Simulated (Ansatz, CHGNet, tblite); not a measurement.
How well does each level of theory give the TO phonon frequency at L of diamond?

Reference value: 1206 cm⁻¹ (measured, temperature not stated, no zero-point or thermal correction; as tabulated in arXiv:cond-mat/0412643).

```
level (code)            value (cm⁻¹)  cell (Å³/atom)
----------------------  ------------  --------------
GFN2-xTB (tblite)               1276            5.54
CHGNet-r²SCAN (CHGNet)    (withheld)            5.64
LDA (Ansatz)              (withheld)            5.51
PBE (Ansatz)                    1193            5.70
PBE-D3(BJ) (Ansatz)             1211            5.63
r²SCAN (Ansatz)                 1221            5.64
```

Problem. Some entries are withheld; supply them.

Solution. 
- CHGNet-r²SCAN (CHGNet), value (cm⁻¹): 916
- LDA (Ansatz, a quantum-chemistry and plane-wave program), value (cm⁻¹): 1231

Differences against the reference: GFN2-xTB +5.8 %, CHGNet-r²SCAN -24 %, LDA +2.1 %, PBE -1.1 %, PBE-D3(BJ) +0.4 %, r²SCAN +1.2 %.

Nearest, and too close to rank with a margin of 3.0 % (twice that across the reference) picked here for doubts on the reference and the settings, and for temperature and zero-point motion: PBE-D3(BJ) (+0.4 %), PBE (-1.1 %), r²SCAN (+1.2 %), LDA (+2.1 %). CHGNet-r²SCAN (-24 %) lies farthest from it. Within 5 %: LDA, PBE, PBE-D3(BJ), r²SCAN.

The measured value isn't corrected to a static lattice, so vibrations enter the comparison.  GFN2-xTB: the method was fitted mainly to molecules. GFN2-xTB: the run uses a supercell at the zone centre in place of a k mesh. PBE-D3(BJ): the dispersion coefficients are held fixed in the derivatives. Each level is taken at its own relaxed cell. Cutoffs and k meshes differ between the levels. Ansatz's density-functional and Hartree–Fock values are scalar-relativistic unless marked +SOC, with PAW data made under PBE.

Machine-learned potentials (CHGNet-r²SCAN) are trained on DFT data, which may include these solids.

Differences are worked out from the printed values.
